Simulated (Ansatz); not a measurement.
H$_{2}$OSi, SMILES `O=[SiH2]`. Charge 0, multiplicity 1.

```csv
atom,x (Å),y (Å),z (Å)
O1,-0.372,1.261,0.826
Si2,-0.009,0.030,0.020
H3,1.383,-0.358,-0.324
H4,-1.002,-0.933,-0.522
```

(1) Give the diagnostics of a CCSD(T)/def2-TZVPP run (frozen core, the Gaussian-basis code of Ansatz). (Best estimate.)

Answers

(1) The calculation gave: T1 = 0.0221, largest single amplitude 0.058, largest double 0.065, (T) share of the correlation energy 4.0 %, 11 CCSD cycles. The RHF solution is stable towards an unrestricted one. T1 lies over the customary mark of 0.02 for closed shells.
